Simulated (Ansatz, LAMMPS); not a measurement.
**hcp Sc, cohesive energy**

Reference value: 3.93 eV/atom (measured, static lattice: zero-point vibration energy added; as tabulated in Mejia-Rodriguez and Trickey (2018), arXiv:1807.09216).

What do Lennard-Jones uff-vdw, PBE, PBE-D3(BJ), r²SCAN-D4, r²SCAN0 give, and how far is each from the reference?


| level (code) | value (eV/atom) | cell (Å³/atom) | error (eV/atom) |
|---|---|---|---|
| Lennard-Jones uff-vdw (LAMMPS) | 0.01 | 23.22 | -3.92 |
| PBE (Ansatz) | 4.12 | 24.65 | +0.19 |
| PBE-D3(BJ) (Ansatz) | 4.52 | 23.47 | +0.59 |
| r²SCAN-D4 (Ansatz) | 4.08 | 24.68 | +0.15 |
| r²SCAN0 (Ansatz) | 3.44 | 25.42 | -0.49 |

Leaving aside Lennard-Jones uff-vdw (doubt noted below), r²SCAN0 (doubt noted below): Closest of the ranked levels: r²SCAN-D4 (+0.15 eV/atom). Farthest off among them: PBE-D3(BJ) (+0.59 eV/atom). Within 0.5 eV/atom: PBE, r²SCAN-D4.

Free atoms are spin-polarised, in the lowest state found; at levels without +SOC their spin–orbit coupling is left out.  Lennard-Jones uff-vdw: this is a force field's van der Waals term alone, without bonds or charges. r²SCAN0: the free atom's electronic state is in doubt. Each level is taken at its own relaxed cell. Cutoffs and k meshes differ between the levels. Ansatz's density-functional and Hartree–Fock values are scalar-relativistic unless marked +SOC, with PAW data made under PBE.

Differences are worked out from the printed values.

Ansatz is a program for electronic structure.
